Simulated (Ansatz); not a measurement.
System: diamond. Method: HSE06 (plane waves, PAW; Ansatz, a program for electronic structure).

Settings: plane-wave cutoff 460 eV, 12×12×12 k mesh, Fermi–Dirac smearing 0.01 eV, scalar-relativistic PAW data made under PBE.

A third-order Birch–Murnaghan fit to the energies gives V0 = 5.571 Å³/atom, B0 = 470 GPa, B′ = 3.6.

```csv
V (Å³/atom),P (GPa)
5.292,26.51
5.431,___
5.581,-0.84
5.710,___
5.849,___
```

Q: Estimate the withheld pressures from this fit; the answers are the runs' own values.

A: 
- 5.431, P (GPa): 12.52
- 5.710, P (GPa): -11.04
- 5.849, P (GPa): -20.94

The formula P = (3/2) B0 (x^(7/3) − x^(5/3)) [1 + (3/4)(B′ − 4)(x^(2/3) − 1)] with x = V0/V meets the computed pressures within 0.04 GPa when these rounded values are put in.

Measured, for comparison: bulk modulus 455 GPa (0 K value with the zero-point phonon effect removed; as tabulated in Mejia-Rodriguez and Trickey (2018), arXiv:1807.09216); equilibrium volume per atom 5.61 Å³/atom (static lattice: zero-point anharmonic expansion removed; as tabulated in Mejia-Rodriguez and Trickey (2018), arXiv:1807.09216). Computed (rounded) less measured: bulk modulus +3 %, equilibrium volume per atom -0.7 %.

Static lattice: no zero-point or thermal effects.
